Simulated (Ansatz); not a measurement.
**BSi2 (quartet): the correlation ladder at a displaced geometry (v2), cc-pVDZ**

An exercise on one series of results from a longer session: the logs are not shown, and one member is left open.

The runs use Ansatz 0.2.0, Gaussian basis; cc-pVDZ, core rule «outside noble gas», up to 11 orbitals frozen.

The runs, in order: UHF; CCSD(T) on ROHF; CCSD(T) on UHF; BCCD(T) on ROHF; CISD as a restricted active space (open shells left free, so some higher excitations enter); CCSDT(Q) on ROHF; CCSDT(Q) on UHF.

20 further runs of the same task are left out: 9 that didn't finish, 11 set aside as unsound or not needed. Runs told in other sessions of the task aren't counted.

### What is computed

The geometry is a PBE0/def2-TZVP stationary point (not a proven minimum) with its atoms shifted at random (size 0.100 Å).

3 atoms, charge 0, spin multiplicity 4.

Atoms are counted from 1 here; the program's logs count them from 0.

Bond lengths: Si1–B2 1.950 Å, B2–Si3 1.964 Å. Angles: Si1–B2–Si3 172.8°.

The first run:

in.yaml reads:

```yaml
crystal:
  periodic: [false, false, false]
  atoms:
    - {symbol: Si, position_ang: [0.084376, 0.005225, 1.949499]}
    - {symbol: B, position_ang: [-0.080498, 0.013599, 0.006591]}
    - {symbol: Si, position_ang: [-0.003878, -0.018825, -1.956090]}
basis:
  gaussian: {orbitals: cc-pVDZ}
magnetization: {spin_polarized: true, initial_magnetization: 3}
hamiltonian: {xc: hf}
output: {orbitals: {seedname: orbitals}}
```

On the command line:

```bash
$ ansatz run in.yaml --threads 1 --pin off --events-out ev --progress --plain --max-ram 2393MiB
```

Steps of the session up to this table: UHF; CCSD(T) on ROHF; CCSD(T) on UHF; BCCD(T) on ROHF; CISD as a restricted active space (open shells left free, so some higher excitations enter); CCSDT(Q) on ROHF; CCSDT(Q) on UHF.

One of the session's tables, all rows but one given; the rest of the session is left out.

It belongs to the step «Misses and costs». 

| method | from RCCSDT(Q) (kJ/mol) |
| --- | --- |
| ROHF | +636.9 |
| UHF | +616.6 |
| RMP2 | +152.2 |
| UMP2 | +160.1 |
| CISD | +95.5 |
| RCCSD | +34.1 |
| UCCSD | +33.6 |
| RCCSD(T) | +8.1 |
| UCCSD(T) | +8.3 |
| BCCD(T) | ? |
| RCCSDT | +2.1 |
| UCCSDT | +2.1 |
| RCCSDT(Q) | 0 |
| UCCSDT(Q) | -0.1 |

Estimate the missing values for BCCD(T).

As computed: from RCCSDT(Q) (kJ/mol): +7.9. In the column «from RCCSDT(Q) (kJ/mol)» it lies between UCCSDT (+2.1) and RCCSD(T) (+8.1).

Limits of these values: Restricted and unrestricted rows rest on different reference determinants; a gap between their highest levels can come from leftover correlation error, from unlike frozen cores or from another state.
